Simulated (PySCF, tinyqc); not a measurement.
CIS and TDHF on RHF in the sto-6g basis, frozen core, for CH2, spin multiplicity 1, step by step. The lowest restricted solution is unstable here: a spin-polarised one lies 0.0357 hartree lower (PySCF). One step of it, computed by the program tinyqc.

Problem. CIS triplet states. Diagonalise A (1 hartree = 27.211386 eV); each vector has its largest component positive (the first on a tie).

CIS matrix A, triplet (hartree):
```
          2>5        2>6        2>7       3>5        3>6        3>7        4>5        4>6
2>5  0.482230   0.000000   0.000000  0.000000   0.000000   0.000000   0.048668   0.000000
2>6  0.000000   0.805623   0.000000  0.000000   0.000000  -0.111355   0.000000  -0.054615
2>7  0.000000   0.000000   0.935616  0.000000  -0.111355   0.000000   0.000000   0.000000
3>5  0.000000   0.000000   0.000000  0.261574   0.000000   0.000000   0.000000   0.000000
3>6  0.000000   0.000000  -0.111355  0.000000   0.535339   0.000000   0.000000   0.000000
3>7  0.000000  -0.111355   0.000000  0.000000   0.000000   0.646222   0.000000  -0.038453
4>5  0.048668   0.000000   0.000000  0.000000   0.000000   0.000000  -0.059471   0.000000
4>6  0.000000  -0.054615   0.000000  0.000000   0.000000  -0.038453   0.000000   0.371495
4>7  0.000000   0.000000   0.014038  0.000000  -0.038453   0.000000   0.000000   0.000000

           4>7
2>5   0.000000
2>6   0.000000
2>7   0.014038
3>5   0.000000
3>6  -0.038453
3>7   0.000000
4>5   0.000000
4>6   0.000000
4>7   0.422378
```

Give: triplet excitation energies; lowest vectors.

Solution.

triplet excitation energies (eV): [-1.7363, 7.1178, 9.6509, 11.1478, 13.2402, 14.0996, 16.4307, 23.5340, 26.2728]

lowest vectors, order 2>5, 2>6, 2>7, 3>5, 3>6, 3>7, 4>5, 4>6, 4>7:
$$\begin{pmatrix}
-0.0888 & 0.0000 & 0.0000 & 0.0000 & 0.9961 & 0.0000 \\
0.0000 & 0.0000 & 0.1642 & 0.0000 & 0.0000 & 0.0000 \\
0.0000 & 0.0000 & 0.0000 & 0.0443 & 0.0000 & 0.2537 \\
0.0000 & 1.0000 & 0.0000 & 0.0000 & 0.0000 & 0.0000 \\
0.0000 & 0.0000 & 0.0000 & 0.3280 & 0.0000 & 0.9099 \\
0.0000 & 0.0000 & 0.1904 & 0.0000 & 0.0000 & 0.0000 \\
0.9961 & 0.0000 & 0.0000 & 0.0000 & 0.0888 & 0.0000 \\
0.0000 & 0.0000 & 0.9679 & 0.0000 & 0.0000 & 0.0000 \\
0.0000 & 0.0000 & 0.0000 & 0.9437 & 0.0000 & -0.3281
\end{pmatrix}$$

A negative triplet energy shows that the restricted solution is unstable towards a spin-polarised one.
